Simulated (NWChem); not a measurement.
Program: NWChem. System: ammonia (H$_{3}$N), charge 0, spin multiplicity 1, at a geometry optimised with PBE0/def2-SVP. Level: RHF/def2-TZVP.

The NWChem input:

```
start mol
memory heap 200 mb stack 900 mb global 1100 mb
geometry units angstroms nocenter noautoz
  N      0.001516     0.121561     0.000000
  H     -0.471437    -0.277805     0.810490
  H     -0.471437    -0.277805    -0.810490
  H      0.932260    -0.295316     0.000000
  symmetry group Cs
end
basis spherical
  * library def2-tzvp
end
scf
  rhf
  nopen 0
  maxiter 100
  thresh 1e-7
  semidirect memsize 60000000 filesize 0
end
task scf energy
```

Output (cleaned and shortened):

```
             Northwest Computational Chemistry Package (NWChem) 7.3.0
             --------------------------------------------------------

                                NWChem Input Module
                                -------------------

 Scaling coordinates for geometry "geometry" by  1.889725989
 (inverse scale =  0.529177249)

 Turning off AUTOSYM since
 SYMMETRY directive was detected!

                             Geometry "geometry" -> ""
                             -------------------------

 Output coordinates in angstroms (scale by  1.889725989 to convert to a.u.)

  No.       Tag          Charge          X              Y              Z
 ---- ---------------- ---------- -------------- -------------- --------------
    1 N                    7.0000     0.00151600     0.12156100     0.00000000
    2 H                    1.0000    -0.47143700    -0.27780500     0.81049000
    3 H                    1.0000    -0.47143700    -0.27780500    -0.81049000
    4 H                    1.0000     0.93226000    -0.29531600     0.00000000

 Effective nuclear repulsion energy (a.u.)      11.8759129821

            Nuclear Dipole moment (a.u.)
            ----------------------------
        X                 Y               Z
 ---------------- ---------------- ----------------
    -0.0000037795     0.0000018897     0.0000000000

      Symmetry information
      --------------------

 Group name             Cs
 Group number              2
 Group order               2
 No. of unique centers     3

      Symmetry unique atoms

     1    2    4


 Summary of "ao basis" -> "" (spherical)
 ------------------------------------------------------------------------------
       Tag                 Description            Shells   Functions and Types
 ---------------- ------------------------------  ------  ---------------------
 *                         def2-tzvp                  on all atoms

 Summary of "ao basis" -> "ao basis" (spherical)
 ------------------------------------------------------------------------------
       Tag                 Description            Shells   Functions and Types
 ---------------- ------------------------------  ------  ---------------------
 N                         def2-tzvp                11       31   5s3p2d1f
 H                         def2-tzvp                 4        6   3s1p

                                 NWChem SCF Module
                                 -----------------

  ao basis        = "ao basis"
  functions       =    49
  atoms           =     4
  closed shells   =     5
  open shells     =     0
  charge          =   0.00
  wavefunction    = RHF
  use symmetry    = T
  symmetry adapt  = T

 Summary of "ao basis" -> "ao basis" (spherical)
 ------------------------------------------------------------------------------
       Tag                 Description            Shells   Functions and Types
 ---------------- ------------------------------  ------  ---------------------
 N                         def2-tzvp                11       31   5s3p2d1f
 H                         def2-tzvp                 4        6   3s1p

      Symmetry analysis of basis
      --------------------------

        a'         32
        a"         17

 Forming initial guess at       0.0s

      Superposition of Atomic Density Guess
      -------------------------------------

 Sum of atomic energies:         -55.81097942

      Non-variational initial energy
      ------------------------------

 Total energy =     -56.207146
[...]
    11 a'         12 a'         13 a'         14 a"         15 a'

 Starting SCF solution at       0.2s

 ----------------------------------------------
         Quadratically convergent ROHF

 Convergence threshold     :          1.000E-07
 Maximum no. of iterations :          100
 Final Fock-matrix accuracy:          1.000E-09
 ----------------------------------------------

              iter       energy          gnorm     gmax       time
             ----- ------------------- --------- --------- --------
                 1      -56.1922621237  6.57D-01  2.24D-01      0.2
                 2      -56.2152032378  1.67D-01  5.19D-02      0.2
                 3      -56.2174577192  1.20D-02  5.72D-03      0.2
                 4      -56.2174751705  9.26D-05  3.39D-05      0.2
                 5      -56.2174751718  7.81D-09  4.65D-09      0.3

       Final RHF  results
       ------------------

         Total SCF energy =    -56.217475171773
      One-electron energy =    -99.475220414466
      Two-electron energy =     31.381832260641
 Nuclear repulsion energy =     11.875912982052

        Time for solution =      0.1s

       Symmetry analysis of molecular orbitals - final
       -----------------------------------------------

  Numbering of irreducible representations:

     1 a'          2 a"

  Orbital symmetries:

     1 a'          2 a'          3 a"          4 a'          5 a'
     6 a'          7 a"          8 a'          9 a'         10 a"
    11 a'         12 a'         13 a'         14 a'         15 a"

             Final eigenvalues
             -----------------

              1
    1  -15.5413
    2   -1.1390
    3   -0.6218
    4   -0.6218
    5   -0.4319
    6    0.1272
    7    0.2127
    8    0.2127
    9    0.4412
   10    0.4412
   11    0.5026
   12    0.6281
   13    0.6827
   14    0.7204
   15    0.7204

                       ROHF Final Molecular Orbital Analysis
                       -------------------------------------

 Vector    3  Occ=2.000000D+00  E=-6.217610D-01  Symmetry=a"
              MO Center= -1.9D-01, -5.7D-02, -2.1D-11, r^2= 9.7D-01
   Bfn.  Coefficient  Atom+Function         Bfn.  Coefficient  Atom+Function
  ----- ------------  ---------------      ----- ------------  ---------------
     8      0.330564  1 N  pz                11      0.286552  1 N  pz
    33      0.205113  2 H  s                 39     -0.205113  3 H  s

 Vector    4  Occ=2.000000D+00  E=-6.217604D-01  Symmetry=a'
              MO Center=  1.9D-01, -6.2D-02,  2.1D-11, r^2= 9.7D-01
   Bfn.  Coefficient  Atom+Function         Bfn.  Coefficient  Atom+Function
  ----- ------------  ---------------      ----- ------------  ---------------
     6      0.330539  1 N  px                 9      0.286529  1 N  px
    45      0.236845  4 H  s                 44      0.164323  4 H  s

 Vector    5  Occ=2.000000D+00  E=-4.319342D-01  Symmetry=a'
              MO Center=  3.2D-03,  2.6D-01, -3.8D-16, r^2= 9.1D-01
   Bfn.  Coefficient  Atom+Function         Bfn.  Coefficient  Atom+Function
  ----- ------------  ---------------      ----- ------------  ---------------
     7      0.390487  1 N  py                10      0.359862  1 N  py
    13      0.321962  1 N  py                 4      0.192668  1 N  s

 Vector    6  Occ=0.000000D+00  E= 1.272181D-01  Symmetry=a'
              MO Center= -6.5D-03, -5.2D-01, -4.2D-17, r^2= 5.0D+00
   Bfn.  Coefficient  Atom+Function         Bfn.  Coefficient  Atom+Function
  ----- ------------  ---------------      ----- ------------  ---------------
     5      2.505376  1 N  s                 34     -1.129752  2 H  s
    40     -1.129752  3 H  s                 46     -1.129753  4 H  s
    13     -0.496756  1 N  py                 4     -0.458030  1 N  s
     3      0.261540  1 N  s

 Vector    7  Occ=0.000000D+00  E= 2.126770D-01  Symmetry=a"
              MO Center= -7.6D-01, -5.2D-01,  1.0D-13, r^2= 4.8D+00
   Bfn.  Coefficient  Atom+Function         Bfn.  Coefficient  Atom+Function
  ----- ------------  ---------------      ----- ------------  ---------------
    34      2.096967  2 H  s                 40     -2.096967  3 H  s
    14     -1.004166  1 N  pz                33     -0.306773  2 H  s
    39      0.306773  3 H  s                  8     -0.196605  1 N  pz

 Vector    8  Occ=0.000000D+00  E= 2.126772D-01  Symmetry=a'
              MO Center=  7.5D-01, -5.4D-01, -2.5D-13, r^2= 4.8D+00
   Bfn.  Coefficient  Atom+Function         Bfn.  Coefficient  Atom+Function
  ----- ------------  ---------------      ----- ------------  ---------------
    46      2.421372  4 H  s                 34     -1.210686  2 H  s
    40     -1.210686  3 H  s                 12     -1.004087  1 N  px
    45     -0.354231  4 H  s                  6     -0.196590  1 N  px
    33      0.177115  2 H  s                 39      0.177115  3 H  s

 center of mass
 --------------
 x =   0.00116887 y =   0.09374440 z =   0.00000000

 moments of inertia (a.u.)
 ------------------
           6.187030992480           0.040791268129           0.000000000000
           0.040791268129           9.456133911585           0.000000000000
           0.000000000000           0.000000000000           6.186497570801

  Mulliken analysis of the total density
  --------------------------------------

    Atom       Charge   Shell Charges
 -----------   ------   -------------------------------------------------------
    1 N    7     7.71   0.82  1.16  0.53  0.83  0.24  1.48  1.73  0.89  0.01  0.03  0.00
    2 H    1     0.76   0.26  0.41  0.06  0.04
    3 H    1     0.76   0.26  0.41  0.06  0.04
    4 H    1     0.76   0.26  0.41  0.06  0.04

       Multipole analysis of the density wrt the origin
       ------------------------------------------------

     L   x y z        total         open         nuclear
     -   - - -        -----         ----         -------
     0   0 0 0     -0.000000      0.000000     10.000000

     1   1 0 0     -0.008995      0.000000     -0.000004
     1   0 1 0     -0.721160      0.000000      0.000002
     1   0 0 1      0.000000      0.000000      0.000000

     2   2 0 0     -4.622492      0.000000      4.691059
     2   1 1 0     -0.026778      0.000000     -0.043161
     2   1 0 1     -0.000000      0.000000      0.000000
     2   0 2 0     -6.768634      0.000000      1.232025
     2   0 1 1     -0.000000      0.000000      0.000000
     2   0 0 2     -4.622147      0.000000      4.691622

 Task  times  cpu:        0.2s     wall:        0.2s

 Total times  cpu:        0.3s     wall:        0.3s
```
